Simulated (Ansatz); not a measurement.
Ideal-gas functions of ClMg (`[Mg][Cl]`) radical at 298.15 K and 1 bar, from an Ansatz frequency run at PBE0-D4/def2-TZVP.

Molar mass 59.76 g/mol, point group C∞v (symmetry number 1), electronic degeneracy 2, moments of inertia 70.429 u Å². Harmonic wavenumbers (cm⁻¹, unscaled): 454.

Use S(trans) = R[1.5 ln M + 2.5 ln T − 1.1517]; rotational temperatures θ = 24.2544 K / I; S(rot) = R[ln(T/σθ) + 1]; for each mode x = 1.438777 ν̃/T, S = R[x/(eˣ − 1) − ln(1 − e⁻ˣ)] and H = RT x/(eˣ − 1); 1 cm⁻¹ = 0.0119627 kJ/mol; R = 8.31446 J/(mol·K).

By hand: the entropy, in J/(mol·K).

Translation 159.9. Rotation: θ = 0.3444 K, giving 64.5. Vibration, mode by mode: 3.28, in all 3.3. Electronic 5.8. Sum 233.5 J/(mol·K).

By hand: H − E and G − E in kJ/mol, counted from the electronic energy.

Zero-point energy ½ × 454 × 0.0119627 = 2.7; thermal vibration 0.7; translation, rotation and pV give 3.5 RT = 8.7. H − E = 12.1 kJ/mol, and G − E = 12.1 − 298.15 × 233.5/1000 = -57.5 kJ/mol.

Vibration gives 1 % of the entropy.
